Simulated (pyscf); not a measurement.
PySCF, gas phase, ωB97X-D3(BJ)/def2-SVP geometries.

Task: For the elementary gas-phase step H₃Sn–O–SnH₃ + HF → F–SnH₃ + HO–SnH₃ (singlet surface; O–Sn, F–H broken, F–Sn, H–O formed), what barrier and reaction energy does ωB97M-D3(BJ)/def2-TZVP give, measured from the separated reactants?

Result: ΔE‡ = -3.8 kcal/mol, ΔE = -9.2 kcal/mol. Zero-point energy shifts the barrier by +0.9 kcal/mol. It is a four-centre exchange, with an imaginary mode of 429i cm⁻¹. On the reactant side the descent ends in a bound adduct, 12.5 kcal/mol under the separated species and 8.3 kcal/mol under the saddle at ωB97X-D3(BJ)/def2-TZVP. On the product side the descent ends in a bound adduct (not fully relaxed), 8.9 kcal/mol under the separated species and 11.4 kcal/mol under the saddle at ωB97X-D3(BJ)/def2-TZVP. At ωB97M-D3(BJ) the saddle lies under the separated reactants, which points to a path from their complex (located at ωB97X-D3(BJ) alone). H₃Sn–O–SnH₃ lies 9.1 kcal/mol over its isomer HO–SnH₂–SnH₃ (electronic energy, ωB97M-D3(BJ)/def2-TZVP). One saddle was located; it need not be the lowest between these sides. Elements past Kr carry the def2 core potentials, without spin-orbit coupling.
